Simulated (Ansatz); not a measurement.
## How far each method lies from UCCSDT(Q) for OH⁻, triplet

Geometry: a PBE0/def2-TZVPD stationary point for this spin. The singlet lies 2.4 eV lower here.

```xyz
2

O     0.0000    0.0000    0.0000
H     0.0000    0.0000    1.0060
```

Basis aug-cc-pVTZ; Ansatz 0.2.0. Correlated methods freeze the noble-gas cores, which leaves 8 electrons in 68 orbitals. R marks a restricted (for open shells ROHF) determinant, U an unrestricted one. Active spaces: valence = (8e, 5o) chosen from the atoms' valence shells. This anion state lies near or above the neutral species, so the extra electron is weakly bound or unbound and the energies hang on the diffuse functions.

Full CI isn't at hand for all of this; UCCSDT(Q) serves as the reference, and is uncertain by the last step of the cluster series or more. The frozen core follows each run's orbitals, which can shift R against U totals by a few meV.

The UHF ⟨S²⟩ is 2.007 and the T1 diagnostic (RCCSD) is 0.0197. The largest doubles amplitude (RCCSD) is 0.022. The T1 diagnostic (UCCSD) is 0.0171.

**Question.** From what is known of these methods and the diagnostics, rank them by the size of their error in total energy against UCCSDT(Q) in aug-cc-pVTZ, smallest first (an estimate: the text doesn't fix the numbers).
A. NEVPT2 (valence space)
B. UCCSD(T)
C. UCCSDT
D. UMP2
E. RHF

**Answer.** C (0.15 kcal/mol), B (0.42 kcal/mol), D (13.28 kcal/mol), A (29.29 kcal/mol), E (148.21 kcal/mol).

All errors are against UCCSDT(Q) in aug-cc-pVTZ. Within each family the higher level lies nearer, as is usual though not guaranteed.

Natural occupations of CASSCF (valence space) about the gap: 2.000 2.000 2.000 1.000 1.000; effectively unpaired electrons, Σ n²(2−n)², 2.00.
